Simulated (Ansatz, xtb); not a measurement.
## H4NO2P: which of two isomers lies lower

Structure X: `N[P@H](=O)O`, a singlet. Structure Y: `NP(O)O`, a singlet. Both are isolated molecules in the gas phase, relaxed with PBE0-D3(BJ)/def2-SVP; the shapes shown needn't be the lowest conformers.

X (Å):

```
atom    x (Å)    y (Å)    z (Å)
   N   1.5053  -0.5865  -3.3071
   O   1.4662  -1.3957  -0.8218
   O  -0.5362  -2.0376  -2.4021
   P   0.6124  -0.9724  -1.9558
   H   1.0625  -0.5610  -4.2190
   H   2.4554  -0.9416  -3.3152
   H  -0.2428   0.1374  -1.7871
   H  -0.2404  -2.9423  -2.2309
```

Y (Å):

```csv
atom,x (Å),y (Å),z (Å)
N,0.2194,-1.1964,-1.3100
O,0.0643,-1.5700,-3.8447
O,2.2720,-1.1594,-2.8232
P,0.7453,-0.5125,-2.7571
H,0.4926,-2.1620,-1.1305
H,0.3282,-0.6125,-0.4871
H,-0.7780,-1.2149,-4.1522
H,2.7309,-0.8770,-3.6236
```

Energies in hartree; the thermal terms are from PBE0-D3(BJ)/def2-SVP harmonic frequencies (ideal gas, rigid rotor, one conformer each, 298.15 K, 1 atm) and include the zero-point energy:

```
                               X           Y
E, CCSD(T)/def2-TZVP  −548.316168  −548.295446
   zero-point energy     0.055214     0.055619
        H(298 K) − E     0.061716     0.062507
        G(298 K) − E     0.026877     0.027018
```

Q: Work out ΔE, ΔE₀, ΔH and ΔG for X → Y in kcal/mol (1 Eh = 627.51 kcal/mol) and the equilibrium ratio [Y]/[X].

A: 1. ΔE = −548.295446 − (−548.316168) = +0.020722 Eh = +13.00 kcal/mol.
2. ΔE₀ = ΔE + ΔZPE = +0.020722 + (+0.000405) Eh = +13.26 kcal/mol.
3. ΔH = ΔE + (+0.000791) Eh = +13.50 kcal/mol.
4. ΔG = ΔE + (+0.000141) Eh = +13.09 kcal/mol, so ΔS = (ΔH − ΔG)/T = +5.7 J/(mol K).
5. kT = 0.9442 mEh, so K = [Y]/[X] = exp(−ΔG/kT) = exp(−22.10) ≈ 2.5 × 10^−10.

Structure X is favoured at this temperature. An error of 1 kcal/mol in ΔG would change K by a factor of 5.4. HF/STO-3G gave ΔE the other sign. Mirror images and further conformers aren't counted.

As drawn, Y has 1 O–P, 1 O–H in place of 1 O=P, 1 P–H.

Other levels gave ΔE = +8.1 (GFN2-xTB); −80.0 (HF/STO-3G, GFN2-xTB geometries); +4.6 (r2SCAN-D4/def2-SVP, GFN2-xTB geometries); +3.8 (PBE0-D3(BJ)/def2-SVP); +14.5 (HF/def2-TZVP); +16.0 (MP2/def2-TZVP) kcal/mol. The correlated steps freeze 8 core orbitals. Programs: Ansatz 0.2.0, xtb 6.7.1.
